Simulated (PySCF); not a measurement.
# Stretching NH⁺

Set-up: basis H aug-pcseg-1, N aug-pcseg-1; no relativity; PySCF 2.14. Energies in eV from H⁺ + N in their ground configurations at the same level. State: ⁴Σ⁻ (quartet), unpaired electrons σ ↑, π ↑↑.

```
R (Å)  UHF-SCS-MP2     UHF   B97-3
0.951       -3.269  -3.485  -3.122
0.995       -3.481  -3.664  -3.353
1.040       -3.594  -3.744  -3.485
1.073       -3.629  -3.756  -3.535
1.106       -3.631  -3.735  -3.552
1.139       -3.606  -3.688  -3.543
1.183       -3.542  -3.597  -3.500
1.239       -3.425  -3.449  -3.410
1.305       -3.250  -3.244  -3.270
1.394       -2.986  -2.951  -3.056
```

Problem. Put a parabola through the three lowest points of the UHF-SCS-MP2 curve and estimate Re, k and ωe (reduced mass 0.9402 u; 1 eV/Å² = 0.16022 mdyn/Å; ωe = 1302.8·√(k/μ) cm⁻¹).

Solution. Through R = 1.073, 1.106, 1.139 Å the second-order coefficient is 12.4 eV/Å², so Re ≈ 1.092 Å, k ≈ 3.97 mdyn/Å and ωe ≈ 2678 cm⁻¹. A polynomial fit of higher order to the unrounded UHF-SCS-MP2 energies gives Re = 1.091 Å, k = 4.25 mdyn/Å, ωe = 2769 cm⁻¹; anharmonicity and rounding make the difference.

The higher-order fit for each curve: UHF-SCS-MP2: Re = 1.091 Å, ωe = 2769 cm⁻¹, De = 3.63 eV; UHF: Re = 1.067 Å, ωe = 2976 cm⁻¹, De = 3.76 eV; B97-3: Re = 1.110 Å, ωe = 2583 cm⁻¹, De = 3.55 eV.

Correlated steps freeze 1 core orbital. Correlated levels converge slowly with the basis: in double zeta they bind strong bonds too weakly, by up to about 1 eV, and carry superposition errors of some tenths. For an ion De counts to the pair picked by the measured ionisation energies or electron affinities, which need not be the lowest pair at this level. The state was picked by a PBE0 search and need not be the measured ground state.
